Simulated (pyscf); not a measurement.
Optimised with ωB97X-D3(BJ)/def2-SVP in PySCF. MP2 and CC: frozen core, UHF for open shells. ΔMP2 is the change of the MP2 total energy from the triple- to the quadruple-zeta basis.

Task: Estimate the classical barrier height and the reaction energy of `[OH][PH2]` + `[SiH2]` [singlet] → `[O]=[PH]` + `[SiH4]` at CCSD(T)/def2-TZVPP + ΔMP2(QZVPP). The step runs on the singlet surface, breaks H–O, H–P and forms H–Si, H–Si; take the separated reactants as zero.

Result: ΔE‡ = 4.7 kcal/mol, ΔE = -27.8 kcal/mol. Zero-point energy shifts the barrier by -1.1 kcal/mol. It is a concerted two-bond exchange, with an imaginary mode of 1488i cm⁻¹. On the reactant side the descent ends in a bound adduct, 14.3 kcal/mol under the separated species and 15.6 kcal/mol under the saddle at ωB97X-D3(BJ)/def2-TZVP. At ωB97X-D3(BJ) the barrier from the zero used here is 1.3 kcal/mol. The same reactants have a lower exit, to HO–SiH₂–PH₂ (barrier -4.8 kcal/mol at ωB97M-D3(BJ), against +4.9 kcal/mol here). This is the saddle that the search found; another between the same sides may lie lower. The CCSD(T) − MP2 part came from Ansatz, without density fitting, on the same reference.
